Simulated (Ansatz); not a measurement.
# C2H3N2: the cost of one run

All numbers below are computed with Ansatz 0.2.0 (UKS PBE-D4/def2-SVP).

## (1) Starting point

Bond lengths: C1–N2 1.400 Å, N2–C3 1.248 Å, C3–N4 1.174 Å, C1–H5 1.096 Å, C1–H6 1.095 Å, C1–H7 1.096 Å. Angles: C1–N2–C3 131.3°, N2–C1–H5 108.0°, N2–C1–H6 114.7°, N2–C1–H7 108.0°, H5–C1–H6 110.0°, H5–C1–H7 106.1°, H6–C1–H7 109.8°, N2–C3–N4 171.2°.

As a file:

```xyz
7

C    -0.4472    0.6837   -0.3199
N     0.5256   -0.3228   -0.3218
C     0.8097   -1.1961    0.5237
N     1.1965   -2.0750    1.1984
H    -1.0640    0.5593   -1.2173
H    -1.0834    0.7036    0.5708
H     0.0629    1.6473   -0.4339
```

## (2) Relaxing end A

Input file input.yaml:

```yaml
crystal:
  periodic: [false, false, false]
  atoms:
    - { symbol: C, position_ang: [-0.44722, 0.68372, -0.3199] }
    - { symbol: "N", position_ang: [0.52562, -0.32278, -0.32178] }
    - { symbol: C, position_ang: [0.80966, -1.1961, 0.52366] }
    - { symbol: "N", position_ang: [1.19647, -2.07502, 1.19843] }
    - { symbol: H, position_ang: [-1.06403, 0.55926, -1.21735] }
    - { symbol: H, position_ang: [-1.08337, 0.70363, 0.57083] }
    - { symbol: H, position_ang: [0.06287, 1.64728, -0.43389] }
magnetization:
  spin_polarized: true
  initial_magnetization: 1
basis:
  gaussian: { orbitals: def2-SVP }
hamiltonian:
  xc: pbe
  dispersion: d4
relax:
  f_tol: 0.015
  max_steps: 40
output:
  orbitals: {}
```

Launch:

```sh
$ ansatz run input.yaml --threads 1 --pin off --max-ram 2048MiB --backend cpu --events-out ev --progress --plain --runs-dir out
```

What time and memory should one allow on 1 thread of Arm Neoverse V2, shared host?

About 20 s, with a peak of 0.14 GiB.
